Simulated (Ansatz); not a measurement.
Ansatz (an electronic-structure program) job for hydrogen peroxide (H2O2), SMILES OO, PBE-D3(BJ)/def2-TZVP. 

Ansatz 0.2 input:
```yaml
crystal:
  periodic: [false, false, false]
  atoms:
    - {symbol: O, position_ang: [0.14025519, -0.71700420, 0.00000000]}
    - {symbol: O, position_ang: [-0.14025519, 0.71700420, 0.00000000]}
    - {symbol: H, position_ang: [-0.76808032, -1.04742751, 0.00000000]}
    - {symbol: H, position_ang: [0.76808032, 1.04742751, 0.00000000]}
basis:
  gaussian:
    orbitals: def2-TZVP
hamiltonian:
  xc: pbe
  dispersion: d3bj
relax: {f_tol: 0.002, max_steps: 200}
```

Output:

```
WARN ansatz: RAYON_NUM_THREADS=1 ignored (pool sized by the plan → 1); use --threads N
Functional definition: PBE
integrals: 0.01 GiB planned
390 factors; their error is unknown
mean field: 0.12 GiB planned
mean field evaluation 1: about -4118.0915 eV, gradient 4.6e1 eV
mean field evaluation 2: about -4112.6146 eV, gradient 7.3e1 eV
mean field evaluation 4: about -4121.5118 eV, gradient 8.9e-1 eV
mean field evaluation 8: about -4121.5024 eV, gradient 3.7e-1 eV
mean field evaluation 16: about -4121.5025 eV, gradient 5.9e-6 eV
mean field -4121.50253961 eV, -151.4624246757 hartree, gradient 5.0e-6 eV, S^2 0.000000; 0 other end points of the search recorded, 0 dependent functions left out
the calculation of the forces begins
reference -4121.50255986 eV, -151.4624254199 hartree; 9, 9 occupied and 65, 65 virtual orbitals, 390 factors
relax step   1: F+E_penalty+E_count = -4121.52484841 eV  Δ(F+E_penalty+E_count) = +0.000e0 eV  max|allowed force component| = 5.693e-1 eV/Å  Δτ_max = 0.0000 Å  (26 SCF iters, accepted)
these checks for a lower state are left out or cut short: starts, cluster_reference, orbital_swaps, neighbouring_geometries, increment
integrals: 0.01 GiB planned
390 factors; their error is unknown
mean field: 0.12 GiB planned
mean field -4121.50862087 eV, -151.4626481582 hartree, gradient 1.6e-5 eV, S^2 0.000000; 0 other end points of the search recorded, 0 dependent functions left out
the calculation of the forces begins
reference -4121.50864127 eV, -151.4626489078 hartree; 9, 9 occupied and 65, 65 virtual orbitals, 390 factors
relax step   2: F+E_penalty+E_count = -4121.53092611 eV  Δ(F+E_penalty+E_count) = -6.078e-3 eV  max|allowed force component| = 2.025e-1 eV/Å  Δτ_max = 0.0045 Å  (29 SCF iters, accepted)
these checks for a lower state are left out or cut short: starts, cluster_reference, orbital_swaps, neighbouring_geometries, increment
integrals: 0.01 GiB planned
390 factors; their error is unknown
mean field: 0.12 GiB planned
mean field evaluation 32: about -4121.5102 eV, gradient 1.9e-5 eV
mean field -4121.51021357 eV, -151.4627066888 hartree, gradient 1.6e-5 eV, S^2 0.000000; 0 other end points of the search recorded, 0 dependent functions left out
the calculation of the forces begins
reference -4121.51023405 eV, -151.4627074412 hartree; 9, 9 occupied and 65, 65 virtual orbitals, 390 factors
relax step   3: F+E_penalty+E_count = -4121.53251941 eV  Δ(F+E_penalty+E_count) = -1.593e-3 eV  max|allowed force component| = 2.070e-2 eV/Å  Δτ_max = 0.0054 Å  (27 SCF iters, accepted)
these checks for a lower state are left out or cut short: starts, cluster_reference, orbital_swaps, neighbouring_geometries, increment
integrals: 0.01 GiB planned
390 factors; their error is unknown
mean field: 0.12 GiB planned
mean field -4121.51024213 eV, -151.4627077384 hartree, gradient 1.6e-5 eV, S^2 0.000000; 0 other end points of the search recorded, 0 dependent functions left out
the calculation of the forces begins
reference -4121.51026260 eV, -151.4627084907 hartree; 9, 9 occupied and 65, 65 virtual orbitals, 390 factors
relax step   4: F+E_penalty+E_count = -4121.53255156 eV  Δ(F+E_penalty+E_count) = -3.215e-5 eV  max|allowed force component| = 1.143e-2 eV/Å  Δτ_max = 0.0014 Å  (29 SCF iters, accepted)
these checks for a lower state are left out or cut short: starts, cluster_reference, orbital_swaps, neighbouring_geometries, increment
integrals: 0.01 GiB planned
390 factors; their error is unknown
mean field: 0.12 GiB planned
mean field -4121.51024593 eV, -151.4627078781 hartree, gradient 1.6e-5 eV, S^2 0.000000; 0 other end points of the search recorded, 0 dependent functions left out
the calculation of the forces begins
reference -4121.51026640 eV, -151.4627086303 hartree; 9, 9 occupied and 65, 65 virtual orbitals, 390 factors
relax step   5: F+E_penalty+E_count = -4121.53255487 eV  Δ(F+E_penalty+E_count) = -3.311e-6 eV  max|allowed force component| = 6.344e-4 eV/Å  Δτ_max = 0.0002 Å  (29 SCF iters, accepted)
integrals: 0.01 GiB planned
390 factors; their error is unknown
mean field: 0.12 GiB planned
mean field evaluation 64: about -4121.5101 eV, gradient 3.7e-1 eV
mean field -4121.51024593 eV, -151.4627078781 hartree, gradient 1.6e-5 eV, S^2 0.000000; 1 other end points of the search recorded, 0 dependent functions left out
the calculation of the forces begins
reference -4121.51026640 eV, -151.4627086303 hartree; 9, 9 occupied and 65, 65 virtual orbitals, 390 factors
Total energy: -4121.53257534 eV, -151.4635284688 hartree
Atom 0 at     0.146891    -0.723997     0.000000 Å, force    -0.000408    -0.000616    -0.000000 eV/Å
Atom 1 at    -0.146891     0.723997     0.000000 Å, force     0.000408     0.000616     0.000000 eV/Å
Atom 2 at    -0.773199    -1.049477    -0.000000 Å, force     0.000634     0.000362    -0.000000 eV/Å
Atom 3 at     0.773199     1.049477    -0.000000 Å, force    -0.000634    -0.000362    -0.000000 eV/Å
Dipole moment:    -0.000000     0.000000    -0.000000 e Å
```

The run converged.

Cost: about 5 core-seconds (a rough figure).
